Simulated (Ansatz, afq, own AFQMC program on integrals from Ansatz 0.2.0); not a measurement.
Integrals from Ansatz 0.2.0, then the random walk in our own AFQMC program (afq).

```yaml
crystal:
  periodic: [false, false, false]
  atoms:
    - {symbol: Re, position_ang: [0.000000, 0.000000, 0.000000]}
basis:
  gaussian: {orbitals: def2-TZVP}
magnetization: {spin_polarized: true, initial_magnetization: 7}
correlation: {method: ccsd_t, electrons: outside_noble_gas, hamiltonian_folder: ham}
```

```sh
$ ansatz run in.yaml --threads 1 --pin off --events-out ev --progress --plain --max-ram 24576MiB --backend cuda --devices 0, --max-vram 18GiB
```

afq runs on the folder ham with

```
--method phaseless --trial cisd --walkers 4000 --populations 20 --least-time 60 --time-step 0.005 --steps-per-block 50 --equilibration-blocks 28 --max-blocks 4000 --target-error 0.00016 --factor-cut 1e-05 --start spin_pure --seed 7562 --release-times 0.24,0.6,1.2,2,3,4.2 --release-step 0.04 --release-every 3 --taylor-order 6
```

Times are imaginary, in 1/Eh. The walk had a cap of 171 s. With eight or more populations the least sampling time is a fifth of least-time, and the error comes from their spread. Core potentials past Kr, no spin–orbit coupling.

Log:

```
orbitals 36  electrons 7 0  factors 237 of 237
reference energy -77.49041415 Eh
CCSD correlation -0.07074057 Eh in 7 cycles, weight of the determinant in the CISD state 0.9676
energy of the start -77.561158 Eh
 block  time / (1/Eh)  mean weight  energy / Eh
     1     0.250  1.0000  -77.560933
     2     0.500  1.0000  -77.561090
     3     0.750  1.0001  -77.561323
     4     1.000  0.9999  -77.561421
     5     1.250  1.0002  -77.561505
    10     2.500  1.0000  -77.561798
    15     3.750  1.0000  -77.561836
    20     5.000  0.9998  -77.561827
    25     6.250  1.0002  -77.561788
    30     7.500  1.0000  -77.561707
    35     8.750  1.0000  -77.561935
    40    10.000  1.0001  -77.561709
    45    11.250  0.9997  -77.561654
    48    12.000  1.0001  -77.561643
    50    12.500  1.0000  -77.561683
    55    13.750  1.0000  -77.561749
    60    15.000  1.0002  -77.561850
    65    16.250  1.0000  -77.561813
    70    17.500  1.0000  -77.561921
    75    18.750  1.0001  -77.561710
    78    19.500  0.9999  -77.561830
error from the spread of 20 populations
released: time / (1/Eh)  energy / Eh  error  mean overlap
  0.24  -77.561796  0.000015  1.0002
  0.60  -77.561823  0.000016  0.9985
  1.20  -77.561818  0.000013  0.9957
  2.00  -77.561826  0.000013  0.9964
  3.00  -77.561809  0.000028  0.9919
  4.20  -77.561842  0.000016  0.9864
energy -77.561763 +/- 0.000016 Eh
(rows thinned)
```

The run passed its tests (sampling time, drift between the halves within three errors, error under three times the target), which doesn't prove that it has relaxed.

Against this walk (error 0.4 meV) on the same determinant: CCSD(T) 1.8 meV higher, CCSDT(Q) 1.9 meV lower, CCSDTQ 2.0 meV lower. The error is statistical and leaves out the bias of the constraint. Released to 4.20 1/Eh the energy lies 2.1 ± 0.6 meV (both errors) below the phaseless value, which shows part or all of the bias of the constraint, and CCSDTQ lies 0.2 meV above the released value.

Cautions: constraint bias not in the error; no spin-orbit coupling; outer-core shells of the metal frozen; another spin lies lower (by 2.40 eV).

The walk took 39 s on 1 × NVIDIA H100 80GB HBM3 with 2 threads of AMD EPYC 7R13 Processor (Zen 3), with other jobs on the host (the card was shared). The log's last line is the phaseless energy.

CCSDT and higher add their correlation energy to the determinant of the CCSD(T) run, since their own runs factorise the integrals more tightly (a shift of under 2 meV). A walk keeps the symmetry of its determinant, which the program's search chose and which needn't be the lowest solution, so a lower state of the same spin and another symmetry isn't excluded.
